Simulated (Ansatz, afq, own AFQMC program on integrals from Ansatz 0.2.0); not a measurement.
**GeHO, quartet: AFQMC among the cluster methods**

```xyz
3

Ge    0.0000   -0.0270    0.3220
O     0.0000    0.0391   -1.5319
H     0.0000    1.3243    1.1067
```

Connectivity, by distances: GeH–O.

Basis cc-pVDZ. Noble-gas cores (and the filled d shells of Ga–Kr and In–Xe) are frozen. AFQMC by an in-house program on the Cholesky factors that Ansatz 0.2.0 writes for its CCSD(T) run. The CISD trial takes its coefficients from CCSD amplitudes. Released means that phaseless walkers are propagated on without the constraint, phases kept. Free projection: walkers drawn from exp(T), propagated without any constraint. Its projection time is finite, and what remains of the start isn't in its error. ± is one standard error of the sampling. No spin–orbit coupling.

Determinant: ROHF, the one that the program's search chose, which needn't be the lowest solution. The geometry is a point of a scan.

No full CI on the walks' own integrals is used here; CCSDT(Q) serves as the reference and is uncertain by about the last step of the cluster series.

Cautions: no relativity below Rb; no spin-orbit coupling; inner d shell frozen; lower spins were not checked.

```
T1 diagnostic                               : 0.0308
weight of the determinant in the CISD state : 0.893
size of the correlated space                : 11 electrons in 31 orbitals
```

Reference: CCSDT(Q), correlation energy -6.530 eV. The released energy is read at 2.40 1/Eh (meV from the phaseless value at times in 1/Eh: -4 ± 11 at 0.24, -14 ± 11 at 0.51, -23 ± 13 at 0.99, -26 ± 17 at 1.62, -35 ± 14 at 2.40).

```json
{"level": "HF", "E − E(reference) (kcal/mol)": "150.58", "share of correlation (%)": "0.00"}
{"level": "MP2", "E − E(reference) (kcal/mol)": "20.96", "share of correlation (%)": "86.08"}
{"level": "CCSD", "E − E(reference) (kcal/mol)": "4.42", "share of correlation (%)": "97.06"}
{"level": "CCSD(T)", "E − E(reference) (kcal/mol)": "0.99", "share of correlation (%)": "99.34"}
{"level": "CCSDT", "E − E(reference) (kcal/mol)": "0.31", "share of correlation (%)": "99.79"}
{"level": "ph-AFQMC/HF", "E − E(reference) (kcal/mol)": "1.36 ± 1.54", "share of correlation (%)": "99.10"}
{"level": "ph-AFQMC/CISD", "E − E(reference) (kcal/mol)": "0.75 ± 0.30", "share of correlation (%)": "99.50"}
{"level": "released AFQMC", "E − E(reference) (kcal/mol)": "-0.05 ± 0.32", "share of correlation (%)": "100.03"}
{"level": "free AFQMC", "E − E(reference) (kcal/mol)": "0.20 ± 0.29", "share of correlation (%)": "99.86"}
```

Free projections are given only where their last times agree within the noise and don't stop above the reference; a slow remainder of the start can still hide under it. A walk keeps the symmetry of its determinant, which the program's search chose and which needn't be the lowest solution, so a lower state of the same spin and another symmetry isn't excluded. Released energies are given only where the last usable release times agree within the noise; a slower fall can still hide under it.
